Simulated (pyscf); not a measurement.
HC≡C–CH₃ (SMILES C#CC) + HBr (SMILES Br) → H₂C=C=CH₂ (SMILES C=C=C) + HBr (SMILES Br), a concerted two-bond exchange (singlet surface; C–H, Br–H broken, C–H, Br–H formed). Optimised with ωB97X-D3(BJ)/def2-SVP in PySCF. Correlated levels are frozen-core, on RHF or UHF. ΔMP2 is the change of the MP2 total energy from the triple- to the quadruple-zeta basis. Energies in kcal/mol from the separated reactants.

Small-basis levels: PySCF, no dispersion term, spherical d functions. 

### Question
Quick MP2/6-31G*+LANL2DZ single points give ΔE‡ = 30.2 kcal/mol and ΔE = +4.8 kcal/mol. What does CCSD(T)/def2-TZVPP + ΔMP2(QZVPP) give, and how far is the quick result from it?

### Answer
CCSD(T)/def2-TZVPP + ΔMP2(QZVPP) gives ΔE‡ = 30.0 kcal/mol and ΔE = +1.3 kcal/mol. MP2/6-31G*+LANL2DZ lies 0.2 kcal/mol over it in the barrier and 3.5 kcal/mol over it in the reaction energy, so on this step it does not hold to within 3.0 kcal/mol. CCSD(T)/def2-TZVPP + ΔMP2(QZVPP) has limits of its own. On the reactant side the descent ends in a complex, 4.3 kcal/mol under the separated species and 32.0 kcal/mol under the saddle at ωB97X-D3(BJ)/def2-TZVP. At ωB97X-D3(BJ)/def2-TZVP the barrier from the zero used here is 27.7 kcal/mol. One saddle was located; it need not be the lowest between these sides. The CCSD(T) − MP2 part came from Ansatz, without density fitting, on the same reference. The frozen core leaves the outer d or s,p core shells of the metals and heavy elements correlated in the MP2 and CC values, and def2-TZVPP describes them poorly, which can shift differences by a few kcal/mol. In the def2 sets elements up to Kr have no core potential.
